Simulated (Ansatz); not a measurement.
# [Cl···H···Si], triplet: transfer scan

Starting geometry:

```
atom   x (Å)   y (Å)    z (Å)
  Cl  0.0000  0.0000  -1.4636
   H  0.0000  0.0000  -0.1848
  Si  0.0000  0.0000   1.6484
```

From there H2 is moved from one fragment to the other while all else, the fragments' distance too, stays fixed; atoms are numbered as listed. Energies are in kcal/mol, counted from the starting geometry at the same level.

Basis cc-pVDZ; Ansatz 0.2.0. Correlated methods freeze the noble-gas cores. Prefix R: restricted or restricted open-shell reference; prefix U: unrestricted.

For open shells CISD is restricted-active-space CI with the open shells as a complete middle space.

Full CI isn't at hand for all of this; RCCSDTQ serves as the reference, and is uncertain by about the last step of the cluster series. The frozen core follows each run's orbitals, which can shift R against U totals by a few meV.

```json
{"distance Cl1-H2 (Å)": "1.279", "RCCSDTQ": "0.0", "error RMP2": "0.0", "error CISD": "0.0", "error RCCSD": "0.0", "error UCCSD": "0.0", "error UCCSD(T)": "0.0", "error RCCSDT": "0.0"}
{"distance Cl1-H2 (Å)": "1.335", "RCCSDTQ": "-0.3", "error RMP2": "0.0", "error CISD": "0.3", "error RCCSD": "0.2", "error UCCSD": "0.2", "error UCCSD(T)": "0.0", "error RCCSDT": "0.0"}
{"distance Cl1-H2 (Å)": "1.447", "RCCSDTQ": "2.7", "error RMP2": "0.1", "error CISD": "0.9", "error RCCSD": "0.6", "error UCCSD": "0.5", "error UCCSD(T)": "0.1", "error RCCSDT": "0.0"}
{"distance Cl1-H2 (Å)": "1.560", "RCCSDTQ": "7.9", "error RMP2": "0.2", "error CISD": "1.2", "error RCCSD": "0.7", "error UCCSD": "0.6", "error UCCSD(T)": "0.2", "error RCCSDT": "0.1"}
{"distance Cl1-H2 (Å)": "1.672", "RCCSDTQ": "15.4", "error RMP2": "1.5", "error CISD": "1.1", "error RCCSD": "0.6", "error UCCSD": "0.5", "error UCCSD(T)": "0.2", "error RCCSDT": "0.0"}
```

Errors are those of relative energies. In total energy the starting point itself misses RCCSDTQ by: RMP2 24.2, CISD 15.6, RCCSD 3.7, UCCSD 3.6, UCCSD(T) 0.7, RCCSDT 0.3 kcal/mol.

Spread of the error over the points with a reference, to 1.672 Å (largest less smallest): RCCSDT 0.1, UCCSD(T) 0.2, UCCSD 0.6, RCCSD 0.7, CISD 1.2, RMP2 1.5 kcal/mol.
